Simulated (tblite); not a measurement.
Compound: C2H7P2 (charge -1).
Atom-mapped SMILES: `[CH3:1][P:2]([CH3:3])[PH-:4]` (hydrogens: H5, H6, H7 on C1; H8, H9, H10 on C3; H11 on P4)

Computed with GFN2-xTB (tblite), gas phase: L-BFGS steps from a force-field or distance-geometry start until the largest atomic force falls under 0.01 eV/Å.

The end geometry, which sets the zero of energy:
```
atom  x, y, z in Å
C1      0.9674   -1.1273   -0.1391
P2      0.3823    0.4739    0.6217
C3     -1.4365    0.1380    0.3635
P4      0.7942    1.8604   -0.9169
H5      0.6047   -1.9803    0.4380
H6      0.6142   -1.1919   -1.1699
H7      2.0578   -1.1225   -0.1379
H8     -1.6351    0.0017   -0.7010
H9     -1.7462   -0.7478    0.9212
H10    -1.9930    1.0059    0.7184
H11     1.3957    2.6926   -0.0240
```

Task: These geometries come from the run, each turned onto the end geometry. Order them by energy, lowest first.
A.
```
atom  x, y, z in Å
C1      1.0416   -1.1144   -0.0618
P2      0.2208    0.5256    0.5609
C3     -1.6278    0.1604    0.1826
P4      0.7944    2.1415   -0.7427
H5      1.3961   -1.5909    0.8613
H6      0.4042   -1.8538   -0.6006
H7      1.9316   -0.9230   -0.6752
H8     -2.1064    0.5463   -0.7389
H9     -1.8797   -0.9169    0.2577
H10    -2.1509    0.6445    1.0108
H11     1.9815    2.3832   -0.0802
```
B.
```
atom  x, y, z in Å
C1      0.9690   -1.1431   -0.1595
P2      0.3900    0.4521    0.6221
C3     -1.4370    0.1461    0.3525
P4      0.8478    1.8718   -0.8701
H5      0.7004   -1.9907    0.4738
H6      0.5284   -1.2660   -1.1503
H7      2.0514   -1.0905   -0.2699
H8     -1.6155   -0.1003   -0.6941
H9     -1.7890   -0.6553    1.0013
H10    -1.9778    1.0628    0.5856
H11     1.3376    2.7159    0.0825
```
C.
```
atom  x, y, z in Å
C1      0.9790   -1.1299   -0.0340
P2      0.2781    0.4711    0.6895
C3     -1.5035    0.1847    0.2325
P4      0.7039    1.9270   -0.7867
H5      1.2763   -1.8059    0.7688
H6      0.2402   -1.6248   -0.6637
H7      1.8592   -0.8766   -0.6226
H8     -1.6758    0.4980   -0.7990
H9     -1.7360   -0.8704    0.3734
H10    -2.1481    0.7800    0.8805
H11     1.7322    2.4496   -0.0647
```
D.
```
atom  x, y, z in Å
C1      0.9508   -1.1394   -0.1131
P2      0.3762    0.4770    0.6407
C3     -1.4238    0.1433    0.2870
P4      0.7393    1.9578   -0.8098
H5      0.9240   -1.8810    0.6842
H6      0.2923   -1.4524   -0.9250
H7      1.9673   -1.0418   -0.4869
H8     -1.5512    0.0924   -0.7969
H9     -1.7674   -0.7887    0.7444
H10    -2.0009    0.9782    0.6756
H11     1.4988    2.6572    0.0738
```
E.
```
atom  x, y, z in Å
C1      0.9776   -1.1392   -0.1574
P2      0.3900    0.4480    0.6283
C3     -1.4360    0.1427    0.3641
P4      0.8227    1.8499   -0.8892
H5      0.6452   -2.0059    0.4152
H6      0.5933   -1.1973   -1.1770
H7      2.0669   -1.1237   -0.1888
H8     -1.6258   -0.0959   -0.6840
H9     -1.7952   -0.6599    1.0087
H10    -1.9513    1.0704    0.6144
H11     1.3180    2.7136    0.0396
```

Result: E (0.005 eV), B (0.011 eV), D (0.053 eV), C (0.114 eV), A (0.476 eV).

In the order of the answer:

```csv
step,E above end (eV),largest force (eV/Å),rms force component (eV/Å),rms distance from end (Å),rms bond change (Å),bond most changed (Å)
68,0.005,0.06,0.022,0.076,0.001,P2–C3 +0.003
59,0.011,0.07,0.032,0.101,0.002,P2–C3 +0.004
40,0.053,0.20,0.067,0.244,0.004,P2–P4 -0.007
28,0.114,0.17,0.060,0.471,0.008,C1–P2 +0.025
5,0.476,0.81,0.298,0.605,0.034,C1–P2 +0.070
```

The cost below is that of the whole relaxation. Hardware: one thread of an AMD EPYC 7571, on a shared host. Cost: 0.92 s of wall time.
